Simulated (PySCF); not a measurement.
C₂H₆F₂N (charge +1).
Bonds: N1–C2, C2–C3, C3–F4, C3–F5. Hydrogens: H6, H7, H8 on N1; H9, H10 on C2; H11 on C3.

The calculation used PBE0-D3(BJ)/def2-SVP geometry optimisation, gas phase (PySCF 2.14.0).

Task: What internal coordinates does the optimisation give?

Result: 
| bond | length (Å) |
| --- | --- |
| N1–C2 | 1.492 |
| C2–C3 | 1.517 |
| C3–F4, C3–F5 | 1.348 |
| N1–H6, N1–H7, N1–H8 | 1.030 |
| C2–H9, C2–H10 | 1.098 |
| C3–H11 | 1.101 |

Bonds in one row agree within 0.01 Å and their mean is given. A selection of angles:
| angle | degrees |
| --- | --- |
| C2–N1–H6 | 110.1 |
| C2–N1–H7 | 113.0 |
| H6–N1–H7 | 108.4 |
| N1–C2–C3 | 106.8 |
| N1–C2–H9 | 108.7 |
| C3–C2–H9 | 111.3 |
| H9–C2–H10 | 109.7 |
| C2–C3–F4 | 107.6 |
| C2–C3–H11 | 113.2 |
| F4–C3–F5 | 107.8 |
| F4–C3–H11 | 110.2 |

Dihedral angles: N1–C2–C3–F4 -58° (synclinal).

N1 (ammonium nitrogen) is tetrahedral (angles from 106.7° to 113.0°). Of the pairs four or more bonds apart, F5···H6 is among the closest relative to their van der Waals radii: 2.34 Å, 88 % of the sum of Bondi's values.

Point group: Cs (tolerance 0.08 Å). Stationary, but not proved a minimum.

One conformer stands for the species.
